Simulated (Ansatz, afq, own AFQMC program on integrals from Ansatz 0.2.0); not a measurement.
Where AFQMC and coupled cluster stand for CH3Si, doublet

```xyz
5

Si    0.0000   -0.0782    0.4531
C     0.0000    0.0657   -0.9234
H     0.0000    1.1092    1.3639
H     0.0000    1.0561   -1.3718
H     0.0000   -0.7692   -1.6131
```

Connectivity, by distances: SiH–CH2.

Basis cc-pVDZ. Only valence electrons are correlated. Integrals, coupled cluster, full CI and functionals: Ansatz 0.2.0; the random walks run on the same integrals in our own AFQMC program. The CISD trial takes its coefficients from CCSD amplitudes. Released means that phaseless walkers are propagated on without the constraint, phases kept. Free projection: walkers drawn from exp(T), propagated without any constraint. Its projection time is finite, and what remains of the start isn't in its error. Uncertainties: one standard error, sampling alone.

Determinant: UHF, the one that the program's search chose, which needn't be the lowest solution. The geometry is a point of a scan.

No full CI on the walks' own integrals is used here. The released AFQMC energy serves as the reference, which it does only where one determinant dominates, the energy is flat over the last release times and near the phaseless one (40 meV or 2 meV an electron, half that with transition metals). On small molecules, where full CI could be run and the noise was under 10 meV, such values lay within 10 meV of it in 19 cases of 20, a flattering rate, since the rule was set on those same cases; what remains of the bias isn't in the error bar.

Cautions: the released value is read at 2.40 1/Eh with a noise of 13 meV, more than in the cases checked (meV from the phaseless value at times in 1/Eh: -6 ± 13 at 0.24, -16 ± 9 at 0.51, -8 ± 10 at 0.99, -15 ± 13 at 1.62, 8 ± 13 at 2.40).

* T1 diagnostic: 0.0176
* weight of the determinant in the CISD state: 0.885
* ⟨S²⟩ of the determinant: 0.777
* size of the correlated space: 11 electrons in 41 orbitals

| level | correlation energy (eV) |
| --- | --- |
| MP2 | -5.8321 |
| CCSD | -6.6209 |
| CCSD(T) | -6.8289 |

**Question.** Estimate where free-projection AFQMC lies against CCSD(T) on the same integrals.

**Answer.** 1.70 ± 0.49 mEh below CCSD(T).

Reference: AFQMC with the constraint released, correlation energy -6.847 ± 0.013 eV.

| level | E − E(reference) (mEh) | share of correlation (%) |
| --- | --- | --- |
| CCSD(T) | 0.66 ± 0.49 | 99.74 |
| ph-AFQMC/HF | 2.56 ± 1.81 | 98.98 |
| ph-AFQMC/CISD | -0.29 ± 0.70 | 100.12 |
| free AFQMC | -1.04 ± 0.70 | 100.41 |

Free projections are given only where their last times agree within the noise and don't stop above the reference; a slow remainder of the start can still hide under it. A walk keeps the symmetry of its determinant, which the program's search chose and which needn't be the lowest solution, so a lower state of the same spin and another symmetry isn't excluded. Released energies are given only where the last usable release times agree within the noise; a slower fall can still hide under it.
